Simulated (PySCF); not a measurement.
An unknown is described by computed data only.

Formula: C4H4F2.

* UV, strongest line: among the 10 lowest singlet transitions: S2 at 7.10 eV (175 nm, f = 0.168) [TDDFT PBE0/def2-SVPD]
* Triplet: lowest triplet excitation (Tamm–Dancoff): 4.22 eV [TDA PBE0/def2-SVPD]
* 1H NMR: chemical shifts (computed TMS as zero) by class: 6.72 (1 H), 6.24 (1 H), 3.06 (2 H) ppm [GIAO KT3/pcSseg-2]
* 13C NMR: chemical shifts (computed TMS as zero) by class: 142.9 (1 C), 136.0 (1 C), 124.9 (1 C), 49.6 (1 C) ppm [GIAO KT3/pcSseg-2]
* Dipole: 2.60 D [PBE0/def2-SVPD]
* XPS: C1s 291.0, C1s 291.4, C1s 291.4, C1s 295.5, F1s 693.0 (×2) eV [ΔSCF SCAN, pcX-2 on the ionised atom, pcseg-1 elsewhere, spin-free X2C]
* UV, first state: lowest singlet excitation: 6.96 eV (178 nm, f = 0.000) [TDDFT PBE0/def2-SVPD]
* Rotational structure: rotational constants A, B, C: 6.033, 3.430, 3.243 GHz [PBE0-D3(BJ)/def2-SVP]

The electronic properties come from PySCF, for the isolated species, density fitting. Levels stand in brackets. Isolated species at its PBE0-D3(BJ)/def2-SVP geometry, gas phase. NMR classes are plain means over equivalent atoms (diastereotopic ones count apart unless rotation or inversion swaps them), as if these changed places fast.

Q: What is the compound? Reason from the data.

A: Numbering: `[F:1][C:2]1([F:3])[CH:4]=[CH:5][CH2:6]1`. Its formula, C4H4F2, gives 2 degrees of unsaturation: 1 ring and 1 π bond in the structure found. 4 carbons fall into 4 classes; from least to most shielded: alkene CH carbon [C5] (142.9 ppm), alkene CH carbon [C4] (136.0 ppm), CF2 carbon [C2] (124.9 ppm), allylic carbon [C6] (49.6 ppm). Hydrogen classes from least to most shielded: 1 H on an alkene CH carbon, C5 (6.72 ppm), 1 H on an alkene CH carbon, C4 (6.24 ppm), 2 H on an allylic carbon, C6 (3.06 ppm). The core levels belong to: C1s 291.0 eV, alkene CH carbon [C4]; C1s 291.4 eV, alkene CH carbon [C5]; C1s 291.4 eV, allylic carbon [C6]; C1s 295.5 eV, CF2 carbon [C2]; F1s 693.0 eV, fluorine of a CF2 group [F1/F3]. The hole state at 291.4 eV has ⟨S²⟩ = 0.84 against 0.75, so that value is less sure. S1 is mainly HOMO−1→LUMO (weight 0.99); the largest Löwdin shares of the orbital it empties are 0.20 on the CF2 carbon, 0.19 on the allylic carbon and 0.17 on each of 2 atoms of one kind (fluorine of a CF2 group), of the orbital it fills 0.39 on an alkene CH carbon, 0.33 on an alkene CH carbon, 0.06 on a vinylic hydrogen and 0.05 on the allylic carbon. The optimised geometry has point group Cs and is an asymmetric top. Structure: `FC1(F)C=CC1`. Computed isomers that give other values at the same levels: `F[C@@H]1C=C[C@H]1F` (rotational constant A: 5.677 GHz; this holds for the one conformer computed); `FCC#CCF` (13C chemical shifts (computed TMS as zero) by class: 86.4 (2 C), 72.8 (2 C) ppm); `FC(F)C1=CC1` (rotational constant A: 7.109 GHz; this holds for the one conformer computed). The assignments are read from this structure; whether some other isomer fits the data as well wasn't checked.
